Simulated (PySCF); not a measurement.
Run record: geometry optimisation, `[C-]#[O+]` (carbon monoxide) [triplet].

Computed with PBE0-D3(BJ)/def2-SVP geometry optimisation, gas phase (PySCF 2.14.0). Start geometry: GFN2-xTB. The input is one job of a driver script: a line of settings, then coordinates in Å.

Command:
```bash
OMP_NUM_THREADS=1 python probes_run.py task.json out
```

Input:
```
{"job": {"xc": "PBE0", "basis": "def2-SVP", "d3": "d3bj", "grid": 1, "shake": 0.01, "kind": "geom"}, "charge": 0, "multiplicity": 3}
C      0.617530    -0.028810     0.001770
O     -0.600050    -0.000000    -0.013900
```

Task: Give the output.

Result: 
```
step   0  E = -112.88677702  max force = 0.031346
step   1  E = -112.87666593  max force = 0.154424
step   2  E = -112.88604518  max force = 0.048463
step   3  E = -112.88729237  max force = 0.009946
step   4  E = -112.88735226  max force = 0.000885
step   5  E = -112.88735269  max force = 0.000095
optimisation converged
```

Energies in Eh; «max force» is the largest Cartesian gradient component in Eh/bohr.

Task: How much energy does the optimisation release, in kJ/mol?

Result: E(step 0) − E(last step) = 0.000576 Eh, which is 1.5 kJ/mol.

Task: At which steps does the energy rise by more than 1e-5 Eh?

Result: At step 1 (+10.11 mEh).

In short: final energy -112.88735 Eh after 5 steps; dipole 1.53 D.

Task: Where do the atoms end?

Result: 0.010 Å rms from the input after alignment:
```
atom  x, y, z in Å
C1    -0.5436   -0.2391    0.0553
O2     0.5611    0.2103   -0.0674
```

Task: How long does this job take on one thread of an Arm Neoverse V1, on a shared host? And the peak memory of the process?

Result: About 2.1 s, with 0.23 GiB resident at the peak, the Python interpreter and its libraries included.
Labels such as C1 count atoms from 1, the log's own numbers from 0.
